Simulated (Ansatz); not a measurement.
Al2H⁻, relaxed as a singlet with RKS PBE-D4/def2-TZVPD in Ansatz, starting from the GFN2-xTB geometry. Force threshold 0.02 eV/Å.

The restricted singlet is unstable: a solution with broken spin symmetry lies lower. The highest occupied level of the charge -1 singlet lies above zero (up to 1.35 eV). Its loss leaves the charge 0 doublet, which lies 0.87 eV higher (vertical, at PBE-D4/def2-TZVPD), but this difference is unsure: the doublet is doubtful (geometry relaxed on an unsound state). An occupied level of the charge -1 singlet lies above an empty one (by up to 0.26 eV), so this SCF solution is probably not the lowest. At PBE-D4/def2-TZVPD a triplet of charge -1 lies 0.64 eV below the restricted singlet, each at its own geometry. The structure comes from a short search, and lower isomers may exist.

Start:

```csv
atom,x (Å),y (Å),z (Å)
Al1,0.066,0.012,-0.124
Al2,-1.068,-0.220,1.984
H3,1.002,0.207,-1.860
```

```csv
step,energy (eV),largest force component (eV/Å),SCF passes
1,-13201.0901,1.648,244
2,-13201.4102,0.356,123
3,-13201.4255,0.076,121
4,-13201.4260,0.003,132
5,-13201.4263,0.012,48
6,-13201.4271,0.022,46
7,-13201.4400,0.038,50
8 (rejected),-13201.4318,0.394,47
9,-13201.4464,0.019,43
10,-13201.4478,0.087,44
11,-13201.4481,0.057,45
12,-13201.4486,0.003,42
```

Force components are those of the run's own axes.

End:

```xyz
3

Al    0.0355   -0.3875   -0.3839
Al   -0.9646   -0.0427    1.9172
H     0.9291    0.4302   -1.5333
```

Bonds formed: Al1–H3 (atoms count from 1).

The force fell under the threshold at step 4, but the optimiser went on and released 0.023 eV more. No frequencies were taken in this run, so the end may be a saddle point.

Hardware: 4 threads of Arm Neoverse V2 on a shared host. Wall time 18 s.
